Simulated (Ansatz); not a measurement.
CH₅OSi (`CO[SiH2]`) radical, relaxed with UKS PBE0-D4/def2-TZVP in Ansatz from a PBE-D4/def2-SVP geometry. The force threshold is 0.005 eV/Å; the program also tests the step.

The species carries charge 0 and has multiplicity 2.

Start:

```xyz
8

C     0.873   -0.807    0.111
O     0.120    0.264    0.644
Si   -1.370    0.782    0.050
H     1.901   -0.455   -0.126
H     0.436   -1.234   -0.821
H     0.959   -1.625    0.859
H    -1.624    2.100    0.738
H    -1.295    0.974   -1.457
```

```
        step  energy (eV)  largest force (eV/Å)  largest move (Å)
           1  -11036.9573                 0.939             0.000
           2  -11036.9997                 0.619             0.040
           3  -11037.0108                 0.049             0.033
4 (rejected)  -11037.0103                 0.106             0.033
           5  -11037.0114                 0.029             0.016
           6  -11037.0132                 0.091             0.098
           7  -11037.0169                 0.237             0.140
           8  -11037.0176                 0.211             0.097
           9  -11037.0209                 0.071             0.024
          10  -11037.0213                 0.062             0.031
          11  -11037.0217                 0.068             0.037
          12  -11037.0221                 0.038             0.017
          13  -11037.0224                 0.011             0.025
          14  -11037.0224                 0.005             0.017
          15  -11037.0224                 0.002             0.005
```

End:

```xyz
8

C     0.902   -0.752    0.069
O     0.242    0.398    0.544
Si   -1.325    0.762    0.202
H     1.976   -0.607    0.199
H     0.699   -0.926   -0.994
H     0.599   -1.641    0.633
H    -1.514    2.181    0.611
H    -1.580    0.585   -1.264
```

Run time 49 s (2 threads of a server CPU on a shared host); peak host memory 0.26 GiB.
